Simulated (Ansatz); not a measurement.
AlBH4S, SMILES `B[S][AlH2]`. The species carries charge 0 and has multiplicity 1.

```json
{"atom": "B1", "x (Å)": "-0.264", "y (Å)": "1.384", "z (Å)": "0.631"}
{"atom": "S2", "x (Å)": "-1.191", "y (Å)": "0.376", "z (Å)": "-0.516"}
{"atom": "Al3", "x (Å)": "0.173", "y (Å)": "-1.349", "z (Å)": "-0.667"}
{"atom": "H4", "x (Å)": "0.787", "y (Å)": "1.024", "z (Å)": "1.070"}
{"atom": "H5", "x (Å)": "-0.738", "y (Å)": "2.434", "z (Å)": "0.941"}
{"atom": "H6", "x (Å)": "1.517", "y (Å)": "-1.346", "z (Å)": "0.160"}
{"atom": "H7", "x (Å)": "-0.284", "y (Å)": "-2.524", "z (Å)": "-1.620"}
```

Give the diagnostics of a CCSD(T)/def2-TZVPP run (frozen core, Ansatz). (An estimate is asked.)

Computed: T1 = 0.0136, largest single amplitude 0.035, largest double 0.042, (T) share of the correlation energy 4.0 %, 10 CCSD cycles. The RHF solution is stable towards an unrestricted one. T1 lies under the customary mark of 0.02 for closed shells.
